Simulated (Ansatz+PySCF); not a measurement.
Two shapes of doublet CO₂(+).

Shape 1:

```xyz
3

C     0.0000    0.0000    0.0000
O     0.0000    0.0000    1.1712
O     0.0000    0.0000   -1.1712
```

Shape 2:

```xyz
3

C     0.0000    0.0000    0.0000
O     0.0000    0.0000    1.2212
O     0.0000    0.0000   -1.2212
```

Basis set: cc-pVTZ (spherical functions). Correlated methods keep 3 orbitals frozen. Charge 1, multiplicity 2.

Computed with Ansatz (development build ahead of 0.2.0) and PySCF 2.14.0; each method stands on the lowest determinant of its kind that the runs found.

(1) Which shape is lower in energy, and by how much in each method?

Answers

(1)

```json
{"method": "ROHF", "E(2) − E(1) (eV)": "0.460"}
{"method": "UHF", "E(2) − E(1) (eV)": "0.356"}
{"method": "UHF-CCSD", "E(2) − E(1) (eV)": "0.194"}
{"method": "UHF-CCSD(T)", "E(2) − E(1) (eV)": "0.139"}
```

Shape 1 is lower. Caution for ROHF: an unrestricted determinant lies well below; the determinant breaks the point group. Caution for UHF, UHF-CCSD, UHF-CCSD(T): the unrestricted determinant is spin contaminated.
